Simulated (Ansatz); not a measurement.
Ge–AsH2, doublet in cc-pVDZ: errors against RCCSDTQ

Geometry: that of the Ge–AsH2, quartet, kept fixed.

```csv
atom,x (Å),y (Å),z (Å)
Ge,0.0238,0.0000,1.3085
As,-0.0491,0.0000,-1.2267
H,0.9651,1.0935,-1.5596
H,0.9651,-1.0935,-1.5596
```

Basis cc-pVDZ; Ansatz 0.2.0. Only valence electrons are correlated (noble-gas cores and the filled d shells of p-block atoms frozen), which leaves 11 electrons in 36 orbitals. Prefix R: restricted or restricted open-shell reference; prefix U: unrestricted. Active spaces: valence = (11e, 10o) chosen from the atoms' valence shells. No spin–orbit coupling is included, and no scalar relativity.

Full CI isn't at hand for all of this; RCCSDTQ serves as the reference, and is uncertain by about the last step of the cluster series. The frozen core follows each run's orbitals, which can shift R against U totals by a few meV for light atoms and by up to 0.1 eV past Ca.

For open shells CISD is restricted-active-space CI with the open shells as a complete middle space.

The UHF ⟨S²⟩ is 0.777, the T1 diagnostic (RCCSD) is 0.0234 and the largest doubles amplitude (RCCSD) is 0.077.

```
   level  E − E(RHF) (eV)
    RMP2          -4.6532
   RCCSD          -5.6610
RCCSD(T)          -5.8382
```

**Question.** Estimate how far RCCSDTQ in cc-pVDZ lies from RCCSD(T). The table doesn't fix it; the size of (T) and the diagnostics are the guide.

**Answer.** RCCSDTQ in cc-pVDZ lies 4.3 kJ/mol below RCCSD(T), which is 25 % of the (T) step (-17.1 kJ/mol). The diagnostics give no warning, yet the rest is a sizeable part of (T). The miss exceeds 1 kcal/mol.

The other levels:

| level | E − E(RCCSDTQ) (kJ/mol) | share of correlation (%) | wall time |
| --- | --- | --- | --- |
| CISD | 69.2 | 87.80 | 6 s |
| BCCD(T) | 4.2 | 99.25 | 17 s |
| RCCSDT | 1.2 | 99.79 | – |
| RCCSDT(Q) | 0.1 | 99.98 | 43 s |
| CASSCF (valence space) | 388.6 | 31.53 | – |
| NEVPT2 (valence space) | 92.2 | 83.75 | 15 s |
| MRCISD (valence space) | 31.1 | 94.53 | – |
| MRCISD+Q (valence space) | 1.9 | 99.67 | 30 s (H100) |
| MRCISD+Q(relaxed) (valence space) | -1.2 | 100.21 | 63 s (H100) |

The correlation energy at RCCSDTQ, counted from RHF, is -5.883 eV. That run took 82 s on 2 threads of AMD EPYC 7R13 with a shared H100 80 GB, shared host.

Run but not shown, since their state, orbitals or frozen core can't be matched to the reference's or they repeat it: UHF, UMP2, UCCSD, UCCSD(T), UCCSDT, UCCSDT(Q).

Times hold each run's SCF and search for its determinant on a shared host, so for small cases they say little of a method's own cost; rows without a card ran on 1 thread of AMD EPYC 7R13.

Natural occupations of CASSCF (valence space) about the gap: 1.971 1.968 1.966 1.939 1.001 0.059 0.041 0.034 0.028; effectively unpaired electrons, Σ n²(2−n)², 1.05.
